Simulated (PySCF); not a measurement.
## Fluorine: a sound run and one with changed settings

Sound run: F [He] 2s2 2p5, F+ [He] 2s2 2p4. Calculation: PySCF 2.14, in aug-cc-pVDZ; the non-relativistic Hamiltonian (point nucleus). In the sound run the correlated levels freeze 1s2. The sound run starts from symmetry-adapted Hartree-Fock orbitals and uses a fine grid where one is needed.

A second run was set up differently.

| species | method | sound run (hartree) | changed run (hartree) | converged |
| --- | --- | --- | --- | --- |
| F | UHF | -99.38109 | -99.38109 | yes |
| F | BP86 | -99.73112 | -99.73112 | yes |
| F | LDA | -99.07478 | -99.07478 | yes |
| F | MP2 | -99.53570 | -99.47093 | yes |
| F | CCSD(T) | -99.55007 | -99.55007 | yes |
| F+ | UHF | -98.80167 | -98.80167 | yes |
| F+ | BP86 | -99.07555 | -99.07555 | yes |
| F+ | LDA | -98.41342 | -98.41342 | yes |
| F+ | MP2 | -98.90483 | -98.86441 | yes |
| F+ | CCSD(T) | -98.92111 | -98.92111 | yes |

Ionisation energy of F:

```csv
method,sound run (eV),changed run (eV)
UHF,15.767,15.767
BP86,17.839,17.839
LDA,17.996,17.996
MP2,17.167,16.504
SCS-MP2,17.117,16.483
CCSD,17.085,17.085
CCSD(T),17.115,17.115
```

Problem. What was changed?
A. all electrons correlated in a valence basis
B. a valence shell is frozen
C. basis contracted for another Hamiltonian
D. level shift left on

Solution. D. It used initial guess minao, at most 50 SCF cycles, level shift 2.0 hartree. A level shift leaves the converged SCF energy unchanged but raises the virtual orbital energies, which shrinks MP2 if it is not removed.
